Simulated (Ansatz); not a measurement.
CF₂, SMILES F[C]F: the interaction energy of a dimer with the counterpoise correction, run with Ansatz 0.2.0, Python API.

The script, `run_dimer.py`:
```python
# -*- coding: utf-8 -*-
import ansatz as az

FIRST = [
    ("F", (0.3969, 1.0328, 0.3328)),
    ("C", (0.3268, -0.2722, 0.1497)),
    ("F", (-0.7238, -0.7606, -0.4825)),
]
SECOND = [
    ("F", (2.3576, -0.8187, -1.2717)),
    ("C", (3.6027, -0.8115, -1.7087)),
    ("F", (4.4487, -1.6903, -1.2049)),
]

def energy(atoms, ghosts=()):
    molecule = az.Crystal.molecule()
    for symbol, xyz in atoms:
        molecule = molecule.atom(symbol, xyz)
    calc = (
        molecule.calculation()
        .basis(gaussian="def2-SVPD")
        .functional("b3lyp")
    )
    deck = calc.input()
    if ghosts:
        deck = deck.set(az.key.basis.gaussian.ghost_atoms, [{"symbol": s, "position_ang": list(xyz)} for s, xyz in ghosts])
    return az.Session.from_dict(deck).plan().execute().report["free_energy_ev"]

both = energy(FIRST + SECOND)
alone = energy(FIRST) + energy(SECOND)
ghosted = energy(FIRST, SECOND) + energy(SECOND, FIRST)
print(f"dimer {both:.6f} eV")
print(f"interaction, uncorrected   {96.485332 * (both - alone):8.3f} kJ/mol")
print(f"interaction, counterpoise  {96.485332 * (both - ghosted):8.3f} kJ/mol")
print(f"basis-set superposition    {96.485332 * (alone - ghosted):8.3f} kJ/mol")
```

How large is the interaction at this pose, and how much of it is basis-set superposition?

Uncorrected it is 12.037 kJ/mol, with the counterpoise correction 14.300 kJ/mol; the difference, 2.26 kJ/mol, is the superposition error. In this basis both values are repulsive.

What the script printed:

Output of `python run_dimer.py`:
```text
dimer -12926.153303 eV
interaction, uncorrected     12.037 kJ/mol
interaction, counterpoise    14.300 kJ/mol
basis-set superposition       2.262 kJ/mol
```

Notes:
- The settings weren't tested for convergence.
- The dimer is a generated trial pose of unrelaxed monomers, not a minimum, so the figure is no binding energy, and the basis set is small.
- b3lyp holds the VWN-RPA fit, as in Gaussian; the form of ORCA and Turbomole is b3lyp5.
- This level lacks the dispersion part of the attraction (electrostatics and induction are there), which can decide the sign where the interaction is weak.
- Hardware and time: 12 s on 1 thread of Arm Neoverse V2 (shared host), peak memory 0.31 GiB.
